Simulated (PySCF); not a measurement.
Compound: C₄H₇F.
Numbering: `[CH3:1]/[CH:2]=[CH:3]\[CH2:4][F:5]` (hydrogens: H6, H7, H8 on C1; H9 on C2; H10 on C3; H11, H12 on C4)

The calculation used core-valence-separated Tamm–Dancoff BHandHLYP/aug-pcX-1 (pcseg-1 on H) in PySCF, non-relativistic, gas phase, PBE0-D3(BJ)/def2-SVP geometry. Absolute energies from this functional tend to lie a few eV below measured edges; no shift was applied.

List the fluorine K-edge absorption lines.

```
E (eV)       f  core hole on  main final orbital
684.95  0.0258            F5              spread
686.44  0.0068            F5              spread
687.02  0.0022            F5       LUMO+2 (46 %)
687.20  0.0010            F5       LUMO+4 (32 %)
687.38  0.0011            F5              spread
687.76  0.0084            F5         LUMO (36 %)
688.01  0.0024            F5       LUMO+5 (44 %)
```

The first line with a tenth or more of the strongest one's intensity is at 684.95 eV (f = 0.026), with the hole on F5 (alkyl fluorine). It is also the strongest listed.

Give energies, oscillator strengths and core holes at the C K edge.

| E (eV) | f | core hole on | main final orbital | polarisation |
| --- | --- | --- | --- | --- |
| 282.79 | 0.0322 | C3 | spread | normal to the local trigonal plane |
| 282.80 | 0.0902 | C2 | spread | normal to the local trigonal plane |
| 285.55 | 0.0057 | C1 | LUMO (69 %) | – |
| 285.72 | 0.0036 | C1 | spread | – |
| 285.92 | 0.0120 | C3 | LUMO+2 (41 %) | in the local trigonal plane |
| 285.98 | 0.0232 | C2 | LUMO+2 (35 %) | in the local trigonal plane |
| 286.24 | 0.0263 | C1 | LUMO+1 (36 %) | – |
| 286.49 | 0.0313 | C1 | LUMO+4 (36 %) | – |
| 286.63 | 0.0439 | C4 | LUMO+1 (38 %) | – |
| 286.81 | 0.0015 | C3 | LUMO (56 %) | in the local trigonal plane |
| 286.98 | 0.0016 | C2 | LUMO (67 %) | in the local trigonal plane |
| 287.05 | 0.0031 | C3 | spread | mixed |
| 287.12 | 0.0043 | C1 | LUMO+2 (30 %) | – |
| 287.27 | 0.0017 | C3 | LUMO+3 (39 %) | normal to the local trigonal plane |
| 287.53 | 0.0012 | C2 | LUMO+3 (42 %) | mixed |
| 287.67 | 0.0043 | C1 | spread | – |
| 287.70 | 0.0005 | C2 | LUMO+4 (62 %) | – |
| 287.72 | 0.0023 | C1 | LUMO+4 (43 %) | – |
| 287.78 | 0.0025 | C3 | LUMO+5 (46 %) | mixed |

The first line with a tenth or more of the strongest one's intensity is at 282.79 eV (f = 0.032), with the hole on C3 (alkene CH carbon), polarised normal to the local trigonal plane: a 1s→π* resonance. The strongest listed is at 282.80 eV (f = 0.090; C2, 1s→π*).

Roots within 0.03 eV whose holes lie on the same, on equivalent or on shared atoms are summed into one line, and the highest roots are left out, as the search may have cut off their partners. Final orbitals are the ground state's empty Kohn–Sham orbitals. A dash: too weak, shared between unlike atoms, or no plane or axis to refer to.

What length of transition dipole belongs to the line at 684.95 eV?

From f = (2/3) ΔE |μ|² in atomic units, with ΔE = 25.171 Eh and f = 0.0258: |μ| = 0.039 au = 0.10 D.

The list ends where the root search ended, not at a threshold.

Conformer computed: `[CH3:1]/[CH:2]=[CH:3]\[CH2:4][F:5]`: C2–C3–C4–F5 -136°.

One conformer stands for the species.
